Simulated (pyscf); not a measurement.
H₃C–O–SiH₃ (SMILES CO[SiH3]) + HO–SiH₃ (SMILES O[SiH3]) → HO–SiH₂–CH₂–O–SiH₃ (SMILES O[SiH2]CO[SiH3]) + H₂ (SMILES [H][H]), a four-centre exchange (singlet surface; C–H, H–Si broken, C–Si, H–H formed). PySCF, gas phase, ωB97X-D3(BJ)/def2-SVP geometries. Energies in kcal/mol from the separated reactants.

Small-basis levels: PySCF, no dispersion term, spherical d functions. AM1 to PM7: differences of heats of formation from MOPAC, which are fitted to 298 K values and so differ in kind from electronic energies by zero-point and thermal terms. GFN2-xTB: tblite. Cost: rough CPU time at the saddle relative to B3LYP/6-31G*, from one job on a shared machine.

| level | barrier | reaction energy | cost |
|---|---|---|---|
| HF/3-21G | 111.4 | +5.0 | 0.06 |
| MP2/6-31G* | 85.6 | +4.0 | 0.1 |
| BP86/6-31G* | 70.1 | +7.3 | 2 |
| B3LYP/6-31G* | 79.8 | +8.9 | 1 |
| GFN2-xTB | 86.2 | +20.3 | under 0.02 |
| AM1 | 83.8 | -6.2 | under 0.02 |
| PM3 | 71.8 | -13.0 | under 0.02 |
| ωB97M-D3(BJ)/def2-TZVP | 70.6 | +6.6 | – |

Against the last row the barrier runs from -0.5 (BP86/6-31G*) to +40.8 kcal/mol (HF/3-21G). ωB97M-D3(BJ)/def2-TZVP has limits of its own. At the saddle there is also a short H–Si contact that neither side keeps. The same reactants have a lower exit, to CH₄ + HO–SiH₂–O–SiH₃ (barrier +61.7 kcal/mol at ωB97M-D3(BJ)/def2-TZVP, against +70.6 kcal/mol here). H₃C–O–SiH₃ lies 23.7 kcal/mol over its isomer H₃C–SiH₂–OH (electronic energy, ωB97M-D3(BJ)/def2-TZVP). HO–SiH₂–CH₂–O–SiH₃ lies 31.8 kcal/mol over its isomer H₃C–O–SiH₂–O–SiH₃ (electronic energy, ωB97M-D3(BJ)/def2-TZVP). This is the saddle that the search found; another between the same sides may lie lower.
